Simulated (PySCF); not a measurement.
## Assignment exercise: C₃H₅N

Geometry (Å), atoms numbered from 1 in this order:
```xyz
9

C    -0.977   -0.272    0.060
C     0.318    0.446   -0.310
C     1.483   -0.142    0.332
N     2.392   -0.620    0.848
H    -1.150   -0.233    1.136
H    -0.940   -1.320   -0.239
H    -1.820    0.202   -0.445
H     0.271    1.501   -0.024
H     0.480    0.420   -1.391
```

PySCF 2.14.0 with density-fitted response routines calculation with B3LYP/pcJ-2 coupling constants, geometry from PBE0-D3(BJ)/def2-TZVP and NMR shieldings at B97-2/pcSseg-2/GIAO; one conformer, averaged over atoms made equivalent by symmetry, fast rotation or ring inversion, isolated molecule, no relativistic terms.

Referencing at the same level of theory: ¹³C (185.38 ppm) and ¹H (31.64 ppm) vs TMS.

Q: Assign these signals to the numbered atoms. ¹³C{¹H} NMR (computed): δ 125.7 (C), 13.8 (CH3), 13.7 (CH2).

A: 
125.7 → C3, nitrile carbon: C≡N carbons fall here, among the sp2 signals but without a proton
13.8 → C1, methyl carbon: a saturated carbon with 1 carbon neighbour and no heteroatom attached
13.7 → C2, sp3 CH2 α to a nitrile: aliphatic region, no heteroatom directly attached

C1 and C2 lie closer than the usual error of such a calculation, so a measured spectrum could show them in the other order.

Q: Assign these signals to the numbered atoms. ¹H NMR (400 MHz, computed): δ 2.18 (q, J = 8.8 Hz, 2H), 1.20 (t, J = 8.8 Hz, 3H).

A: 
2.18 → H8/H9, hydrogen on an sp3 CH2 α to a nitrile
1.20 → H5/H6/H7, hydrogen on a methyl carbon

Multiplet labels drop couplings under 1 Hz and merge nearly equal ones. Shifts are as computed. Against solution values, carbons near 30 ppm lie about +3 ppm off and those near 130 ppm about +7 ppm. Of 1211 compounds with measured shifts, 218 miss one by over three times the rms of a fit or turn the order of signals round; such compounds aren't used in these exercises.
